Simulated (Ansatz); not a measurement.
Input file:

```yaml
crystal:
  periodic: [false, false, false]
  atoms:
    - {symbol: Si, position_ang: [0.000000, 0.000000, 3.091205]}
    - {symbol: N, position_ang: [0.000000, 0.000000, -1.045795]}
    - {symbol: H, position_ang: [0.000000, 0.000000, -2.045411]}
basis:
  gaussian: {orbitals: 6-31G}
magnetization: {spin_polarized: true, initial_magnetization: 0}
correlation: {method: ccsd_t, electrons: outside_noble_gas}
```

```sh
$ ansatz run in.yaml --threads 1 --pin off --events-out ev --progress --plain --max-ram 2393MiB
```

Roughly how long does this take on 1 thread of AMD EPYC, shared host, and how much host memory?

15 s wall and 0.19 GiB.

```
304 factors; integrals over basis functions are off by at most 4.0e-4 eV
mean field evaluation 1: about -9321.1313 eV, gradient 4.4e1 eV
mean field evaluation 2: about -9321.1392 eV, gradient 4.4e1 eV
mean field evaluation 4: about -9324.2102 eV, gradient 3.5e1 eV
mean field evaluation 8: about -9324.2103 eV, gradient 3.5e1 eV
mean field evaluation 16: about -9350.0283 eV, gradient 3.2e-1 eV
mean field evaluation 32: about -9352.9049 eV, gradient 1.1e0 eV
mean field evaluation 64: about -9352.9362 eV, gradient 3.1e-2 eV
mean field evaluation 96: about -9354.5456 eV, gradient 5.2e-4 eV
mean field evaluation 128: about -9349.6664 eV, gradient 2.4e1 eV
mean field evaluation 160: about -9354.4403 eV, gradient 5.4e-4 eV
...
mean field evaluation 1248: about -9352.8361 eV, gradient 1.1e-3 eV
mean field evaluation 1280: about -9352.8350 eV, gradient 7.2e-2 eV
mean field evaluation 1312: about -9352.8206 eV, gradient 5.5e-1 eV
mean field evaluation 1344: about -9351.8675 eV, gradient 2.9e-2 eV
mean field evaluation 1376: about -9351.8675 eV, gradient 1.7e-3 eV
mean field evaluation 1408: about -9351.6557 eV, gradient 6.4e-1 eV
mean field evaluation 1440: about -9351.8675 eV, gradient 2.2e-3 eV
mean field evaluation 1472: about -9348.7149 eV, gradient 7.9e0 eV
mean field evaluation 1504: about -9351.8534 eV, gradient 1.7e-1 eV
mean field -9354.54561748 eV, -343.7732107035 hartree, gradient 3.6e-6 eV, S^2 2.011789; 31 other end points of the search recorded, 0 dependent functions left out
determinant -9354.54561748 eV, -343.7732107035 hartree, with singles and doubles -9357.01918127 eV, -343.8641124964 hartree
determinant -9354.44029111 eV, -343.7693400309 hartree, with singles and doubles -9356.91347400 eV, -343.8602278259 hartree
determinant -9352.93634902 eV, -343.7140711784 hartree, with singles and doubles -9356.68229532 eV, -343.8517321659 hartree
determinant -9352.93631727 eV, -343.7140700117 hartree, with singles and doubles -9356.68255578 eV, -343.8517417378 hartree
determinant -9352.93451648 eV, -343.7140038338 hartree, with singles and doubles -9356.68417387 eV, -343.8518012014 hartree
determinant -9352.93448461 eV, -343.7140026629 hartree, with singles and doubles -9356.68393113 eV, -343.8517922808 hartree
determinant -9352.83898961 eV, -343.7104932863 hartree, with singles and doubles -9356.53755712 eV, -343.8464131354 hartree
determinant -9352.83606258 eV, -343.7103857199 hartree, with singles and doubles -9356.59659606 eV, -343.8485827764 hartree
determinant -9352.83605019 eV, -343.7103852644 hartree, with singles and doubles -9356.59649353 eV, -343.8485790082 hartree
determinant -9352.83523950 eV, -343.7103554723 hartree, with singles and doubles -9356.58680083 eV, -343.8482228081 hartree
determinant -9352.83522262 eV, -343.7103548520 hartree, with singles and doubles -9356.58654546 eV, -343.8482134236 hartree
determinant -9351.86755023 eV, -343.6747935476 hartree, with singles and doubles -9355.44976338 eV, -343.8064374527 hartree
determinant -9351.86753467 eV, -343.6747929758 hartree, with singles and doubles -9355.45465180 eV, -343.8066170988 hartree
determinant -9351.66359912 eV, -343.6672984824 hartree, with singles and doubles -9355.35132629 eV, -343.8028199562 hartree
determinant -9351.08384056 eV, -343.6459927483 hartree, with singles and doubles -9354.51292777 eV, -343.7720093789 hartree
determinant -9351.08381341 eV, -343.6459917506 hartree, with singles and doubles -9354.53950586 eV, -343.7729861056 hartree
determinant -9350.02912832 eV, -343.6072327883 hartree, with singles and doubles -9353.56251971 eV, -343.7370825269 hartree
determinant -9354.54561748 eV, -343.7732107035 hartree, with singles and doubles -9357.01933837 eV, -343.8641182695 hartree
determinant -9354.44029111 eV, -343.7693400309 hartree, with singles and doubles -9356.91360552 eV, -343.8602326592 hartree
determinant -9352.93634902 eV, -343.7140711784 hartree, with singles and doubles -9356.63524267 eV, -343.8500030130 hartree
determinant -9352.93631727 eV, -343.7140700117 hartree, with singles and doubles -9356.63524509 eV, -343.8500031020 hartree
determinant -9352.93451648 eV, -343.7140038338 hartree, with singles and doubles -9356.63582577 eV, -343.8500244416 hartree
determinant -9352.93448461 eV, -343.7140026629 hartree, with singles and doubles -9356.63581093 eV, -343.8500238962 hartree
determinant -9352.83898961 eV, -343.7104932863 hartree, with singles and doubles -9356.53323532 eV, -343.8462543119 hartree
determinant -9352.83606258 eV, -343.7103857199 hartree, with singles and doubles -9356.53246376 eV, -343.8462259577 hartree
determinant -9352.83605019 eV, -343.7103852644 hartree, with singles and doubles -9356.53248616 eV, -343.8462267809 hartree
determinant -9352.83523950 eV, -343.7103554723 hartree, with singles and doubles -9356.53279864 eV, -343.8462382643 hartree
determinant -9352.83522262 eV, -343.7103548520 hartree, with singles and doubles -9356.53282782 eV, -343.8462393365 hartree
6 core orbitals not correlated: weight in the atoms' cores, before any rotation towards them, 1.000 or more for the frozen orbitals, at most 0.000 for the correlated occupied ones
reference -9354.54561748 eV, -343.7732107035 hartree; 5, 5 occupied and 13, 13 virtual orbitals, 304 factors
second order -1.89716427 eV of doubles, -0.00000000 eV of singles
cycle   1  -2.47372202 eV  change   -1.1e-6 eV  update   3.8e-6
perturbative correction -0.01517489 eV, -0.0005576669 hartree
Total energy: -9357.03451438 eV, -343.8646759777 hartree
```

For the same geometry and basis full CI lies 6.0 meV lower.
